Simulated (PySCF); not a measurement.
Two structures, one formula

The two ends of one reaction step of SiNH$_{7}$O, closed shell (PBE0-D4/def2-TZVP).

A:

| atom | x (Å) | y (Å) | z (Å) |
| --- | --- | --- | --- |
| Si1 | -0.2220 | -0.1798 | 0.3968 |
| H2 | 1.0423 | -0.8255 | -0.0433 |
| H3 | -1.3237 | -0.6304 | -0.4975 |
| H4 | -0.1263 | 1.3013 | 0.3358 |
| N5 | -0.4181 | -0.5818 | 2.0660 |
| H6 | 1.3084 | 0.2192 | -2.5488 |
| O7 | 0.4928 | 0.7166 | -2.4523 |
| H8 | -1.1204 | -0.0996 | 2.6046 |
| H9 | -0.3696 | -1.5487 | 2.3465 |
| H10 | 0.7680 | 1.6147 | -2.2542 |

B:

Si1  (-0.830, 0.507, -0.263)
H2  (1.794, -2.325, -0.639)
H3  (-1.526, -0.594, -0.965)
H4  (-1.665, 1.733, -0.154)
N5  (-0.481, 0.076, 1.348)
H6  (1.630, -1.643, -0.901)
O7  (0.477, 0.775, -1.236)
H8  (-0.556, 0.726, 2.110)
H9  (-0.016, -0.777, 1.609)
H10  (1.087, 1.463, -0.967)
(Å)

Computed with PySCF 2.14 with density fitting (its default auxiliary sets; JK sets also for MP2 and CCSD(T)) (basis: def2-TZVPP); correlated methods freeze the cores. B3LYP uses VWN-RPA correlation.

Problem. Which structure is lower at CCSD(T), and by how much? (To be estimated.)

Solution. By the calculation: B, by 82.0 kJ/mol (electronic energy, against the other). By their contacts, A is a complex of SiNH₅ ([NH2][SiH3]) + H₂O and B is a complex of SiNH₅O ([NH2][SiH2][OH]) + H₂.

All methods give the same order:

```
   method  E(B) − E(A) (kJ/mol)
    SPW92                 -79.2
   PBE-D4                 -78.8
r2SCAN-D4                 -87.4
  PBE0-D4                 -78.6
 B3LYP-D4                 -85.6
 BHLYP-D4                 -85.9
  wB97M-V                 -84.1
       HF                 -82.9
      MP2                 -88.7
     CCSD                 -80.7
  CCSD(T)                 -82.0
```

The T1 diagnostic stays at or below 0.011.

Labels in which every atom is bracketed show which atoms are joined, not bond orders.

For scale, one of the runs: CCSD(T)/def2-TZVPP, 202 basis functions, launched by `OMP_NUM_THREADS=4 python run.py`. Time: 5.9 min of wall clock on 4 CPU threads of an Arm Neoverse V2; the host was shared. Peak host memory: 2.5 GiB.
